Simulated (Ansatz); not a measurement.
Calculated with Ansatz (gas phase, PBE0-D4/def2-TZVP geometries, no zero-point term in ΔE). CBS: MP2 limit from def2 TZ/QZ plus the TZ coupled-cluster correction, frozen cores. This one scheme is used for every species. Functionals use def2-TZVPP. Each species was taken in one conformer, which may not be the lowest.

Consider the substitution at a C–S bond: `C=C(S)CF` + HCl → `C=C(Cl)CF` + H₂S.

```
    species  PBE-D4 energy (Eh)
 `C=C(S)CF`          -615.01717
        HCl          -460.62759
`C=C(Cl)CF`          -676.41127
        H₂S          -399.22838
```

(1) Work out ΔE.

Largest T1 diagnostic among the species: 0.011.

Results:

(1) ΔE = (-676.41127) + (-399.22838) − (-615.01717) − (-460.62759) = 0.00511 Eh = +13.4 kJ/mol. CCSD(T)/CBS gives +14.3 kJ/mol.

In def2-TZVPP, CCSD(T) changes the Hartree–Fock value by +6.0 kJ/mol (the triples alone add +0.9 kJ/mol) and MP2 by +8.0 kJ/mol. The D4 term adds +3.1 kJ/mol with B3LYP and +1.7 kJ/mol with PBE0; it sums over pairs of atoms, weighted by their polarisabilities, and B3LYP, whose exchange is more repulsive, gets the larger term.

B3LYP here is the variant with VWN-RPA as its local correlation; programs differ in this.
